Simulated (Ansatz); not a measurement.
Rubidium, bcc: convergence with the k-point mesh

Computed with Ansatz, PBE, scalar-relativistic PAW, on the relaxed cell (a = 5.672 Å; spin not included). Errors count from a run at 420 eV on a Γ-centred 13×13×13 mesh with Fermi-Dirac smearing of 0.1 eV, extrapolated to zero width. Fixed here: cutoff 420 eV, Fermi-Dirac width 0.1 eV. The SCF starts from atomic densities corrected by a trained network.

| k-mesh | E(σ→0) error (meV/atom) | P (GPa) | SCF iterations |
| --- | --- | --- | --- |
| 1×1×1 | -1072.7 | -0.23 | 6 |
| 2×2×2 | 365.9 | -0.15 | 6 |
| 3×3×3 | -88.3 | -0.10 | 6 |
| 4×4×4 | 48.9 | 0.07 | 6 |
| 5×5×5 | -6.7 | -0.01 | 6 |
| 6×6×6 | 10.4 | 0.02 | 6 |
| 8×8×8 | 3.7 | 0.01 | 6 |
| 11×11×11 | -0.8 | 0.00 | 6 |

Within 5 meV/atom of the last row: from 8×8×8 on.
